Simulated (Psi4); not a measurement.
# BNH6 (SMILES [BH3-][NH3+]) at wB97X/def2-TZVP

Aim: the vertical singlet–triplet gap of BNH6 at wB97X/def2-TZVP, from 2 runs. 

The calculation is run with Psi4 1.11.

3 further runs of the same task are left out: 3 set aside as unsound or not needed.

### Step 1. The system as given

The species is BNH6 (8 atoms), meant as a singlet with charge 0. As SMILES, `[BH3-][NH3+]`. Geometry: relaxed at PBE0-D4/def2-TZVP.

Bond lengths: B1–N2 1.639 Å, B1–H3 1.212 Å, B1–H4 1.212 Å, B1–H5 1.212 Å, N2–H6 1.015 Å, N2–H7 1.015 Å, N2–H8 1.015 Å. Some angles: B1–N2–H6 110.9°, B1–N2–H7 110.9°, B1–N2–H8 110.9°, N2–B1–H3 105.3°, N2–B1–H4 105.3°, N2–B1–H5 105.3°, H6–N2–H7 108.0°, H6–N2–H8 108.0°, H7–N2–H8 108.0°, H3–B1–H4 113.3°.

### Step 2. The energy at wB97X/def2-TZVP

calc.py

```python
import psi4

psi4.set_memory(1600000000)
psi4.set_num_threads(1)
psi4.set_output_file('bh6n.out', False)

molecule = psi4.geometry("""
B     -0.191300     0.250800    -0.775400
N      0.206500    -0.255100     0.731700
H     -0.078200    -0.728400    -1.481000
H     -1.332600     0.649700    -0.687200
H      0.604400     1.126600    -1.038400
H      0.140800     0.507000     1.398700
H      1.156600    -0.611300     0.755300
H     -0.414000    -0.996500     1.040500
symmetry c1
""")

psi4.set_options({
    'basis': 'def2-TZVP',
    'puream': True,
    'e_convergence': 1e-09,
    'd_convergence': 1e-08,
    'scf_type': 'pk',
    'dft_radial_points': 99,
    'dft_spherical_points': 590,
})

e, wfn = psi4.energy("wb97x", molecule=molecule, return_wfn=True)
print(f'wb97x energy: {e:.10f} Eh')
```

Started as:

```sh
$ python calc.py
```

bh6n.out:

```text
[...]
  Running in c1 symmetry.
[...]
  Nuclear repulsion =   40.754562783001887
[...]
  Multiplicity = 1
[...]
  Nalpha       = 9
  Nbeta        = 9
[...]
    Number of basis functions: 98
[...]
   @RKS iter   1:   -83.06547391312735   -4.58536e-01   5.68904e-03 DIIS/ADIIS
[...]
   @RKS iter  10:   -83.22103273354817   -1.00755e-11   3.26678e-09 DIIS
[...]
    Orbital Energies [Eh]
    ---------------------
    Doubly Occupied:
       1A    -14.470969     2A     -6.761418     3A     -1.081185
       4A     -0.665079     5A     -0.665049     6A     -0.637169
       7A     -0.465418     8A     -0.379532     9A     -0.379517
[...]
  @RKS Final Energy:   -83.22103273354817
   => Energetics <=
    Nuclear Repulsion Energy =             40.7545627830018873
    One-Electron Energy =                -191.1476544021160748
    Two-Electron Energy =                  76.0340178900744093
    DFT Exchange-Correlation Energy =      -8.8619590045083889
    Empirical Dispersion Energy =           0.0000000000000000
    VV10 Nonlocal Energy =                  0.0000000000000000
    Total Energy =                        -83.2210327335481708
[...]
 Multipole Moments:
 ------------------------------------------------------------------------------------
     Multipole            Electronic (a.u.)      Nuclear  (a.u.)        Total (a.u.)
 ------------------------------------------------------------------------------------
 L = 1.  Multiply by 2.5417464519 to convert [e a0] to [Debye]
 Dipole X            :          0.4014755            0.1242860            0.5257615
 Dipole Y            :         -0.5103846           -0.1581129           -0.6684975
 Dipole Z            :          1.5206497            0.4708985            1.9915482
 Magnitude           :                                                    2.1655434
[...]
```

The script printed:

```text
wb97x energy: -83.2210327335 Eh
```

It took 37 s on 1 thread of Intel Xeon Platinum 8259CL at 2.50GHz (Skylake/Cascade Lake), shared host; peak memory 0.91 GiB.

### Step 3. The triplet, same level

bh6n.json

```json
{
  "schema_name": "qcschema_input",
  "schema_version": 1,
  "molecule": {
    "schema_name": "qcschema_molecule",
    "schema_version": 2,
    "symbols": ["B", "N", "H", "H", "H", "H", "H", "H"],
    "geometry": [-0.36150461, 0.47394331, -1.46529364, 0.39022844, -0.48206913, 1.38271261, -0.14777658, -1.37647651, -2.79868439, -2.51824903, 1.22775506, -1.29861979, 1.14215047, 2.12896545, -1.96229161, 0.26607344, 0.95809115, 2.64315993, 2.18565724, -1.15518958, 1.42731014, -0.78234662, -1.88311208, 1.96626003],
    "molecular_charge": 0,
    "molecular_multiplicity": 3,
    "fix_symmetry": "c1"
  },
  "driver": "energy",
  "model": {
    "method": "wb97x",
    "basis": "def2-TZVP"
  },
  "keywords": {
    "reference": "uks",
    "puream": true,
    "e_convergence": 1e-09,
    "d_convergence": 1e-08,
    "scf_type": "pk",
    "dft_radial_points": 99,
    "dft_spherical_points": 590,
    "maxiter": 100
  }
}
```

Started as:

```sh
$ psi4 --qcschema bh6n.json -n 1 --memory 1600MB
```

stdout:

```text
[...]
  Running in c1 symmetry.
[...]
  Nuclear repulsion =   40.754562780604559
[...]
  Multiplicity = 3
[...]
  Nalpha       = 10
  Nbeta        = 8
[...]
    Number of basis functions: 98
[...]
   @UKS iter   1:   -82.76549740261156   -1.58560e-01   6.07752e-03 ADIIS/DIIS
[...]
   @UKS iter  26:   -82.94528659969629   -2.76259e-11   8.73809e-09 DIIS
[...]
   @S^2 Observed:                2.007119254E+00
[...]
    Orbital Energies [Eh]
    ---------------------
    Alpha Occupied:
       1A    -14.454412     2A     -6.884731     3A     -1.078805
       4A     -0.736408     5A     -0.664834     6A     -0.655037
       7A     -0.545241     8A     -0.542354     9A     -0.470569
      10A     -0.116350
    Alpha Virtual:
      11A      0.114151    12A      0.118431    13A      0.122590
      14A      0.153375    15A      0.193591    16A      0.195757
      17A      0.201849    18A      0.216684    19A      0.271988
      20A      0.314648    21A      0.345283    22A      0.356847
      23A      0.409569    24A      0.479617    25A      0.489069
[...]
  @UKS Final Energy:   -82.94528659969629
   => Energetics <=
    Nuclear Repulsion Energy =             40.7545627806045587
    One-Electron Energy =                -190.1789708896773163
    Two-Electron Energy =                  75.2436172838960999
    DFT Exchange-Correlation Energy =      -8.7644957745196166
    Empirical Dispersion Energy =           0.0000000000000000
    VV10 Nonlocal Energy =                  0.0000000000000000
    Total Energy =                        -82.9452865996962885
[...]
 Multipole Moments:
 ------------------------------------------------------------------------------------
     Multipole            Electronic (a.u.)      Nuclear  (a.u.)        Total (a.u.)
 ------------------------------------------------------------------------------------
 L = 1.  Multiply by 2.5417464519 to convert [e a0] to [Debye]
 Dipole X            :         -0.4354728            0.1242860           -0.3111868
 Dipole Y            :          0.1349199           -0.1581129           -0.0231930
 Dipole Z            :         -0.9216572            0.4708985           -0.4507587
 Magnitude           :                                                    0.5482322
[...]
```

The result, in JSON:

```text
{
 "driver": "energy",
 "model": {
  "method": "wb97x",
  "basis": "def2-TZVP"
 },
 "success": true,
 "return_result": -82.94528659969629,
 "properties": {
  "calcinfo_nbasis": 98,
  "calcinfo_nmo": 98,
  "calcinfo_nalpha": 10,
  "calcinfo_nbeta": 8,
  "calcinfo_natom": 8,
  "nuclear_repulsion_energy": 40.75456278060456,
  "return_energy": -82.94528659969629,
  "scf_one_electron_energy": -190.17897088967732,
  "scf_two_electron_energy": 75.2436172838961,
  "scf_xc_energy": -8.764495774519617,
  "scf_dipole_moment": [-0.31118679910380553, -0.023193037360077412, -0.4507586829055148],
  "scf_total_energy": -82.94528659969629,
  "scf_iterations": 26
 }
}
```

It took 2.2 min on 1 thread of Intel Xeon Platinum 8259CL at 2.50GHz (Skylake/Cascade Lake), shared host; peak memory 0.9 GiB.

### Step 4. Outcome

At wB97X/def2-TZVP:

| quantity | value |
| --- | --- |
| singlet: total energy | -83.22103 Eh |
| singlet: dipole moment | 5.50 D |
| singlet: HOMO energy | -10.33 eV |
| singlet: LUMO energy | 2.10 eV |
| singlet: HOMO–LUMO gap | 12.43 eV |
| triplet: total energy | -82.94529 Eh |
| triplet: dipole moment | 1.39 D |
| triplet: HOMO energy (highest over α and β) | -3.17 eV |
| triplet: ⟨S²⟩ | 2.007 |
| vertical energy of the triplet above the singlet | 7.503 eV |

At this shape the triplet lies 7.50 eV (173 kcal/mol) above the singlet.
